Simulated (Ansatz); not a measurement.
Input for Ansatz (a quantum-chemistry and plane-wave program): U-wB97X-V/def2-TZVPPD on NH2 (SMILES [NH2]), 2S+1 = 2. Files ending in .json are basis or fitting sets from the Basis Set Exchange.

Ansatz 0.2 input:
```yaml
crystal:
  periodic: [false, false, false]
  atoms:
    - {symbol: N, position_ang: [0.00000000, 0.00000000, -0.08007491]}
    - {symbol: H, position_ang: [0.00000000, -0.80231373, 0.55629442]}
    - {symbol: H, position_ang: [0.00000000, 0.80231373, 0.55629442]}
basis:
  gaussian:
    orbitals: def2-TZVPPD.json
hamiltonian:
  xc: {name: wB97X-V}
magnetization: {spin_polarized: true, initial_magnetization: 1}
```

Task: Give the final energy of this run.

Result: -55.8817 hartree.
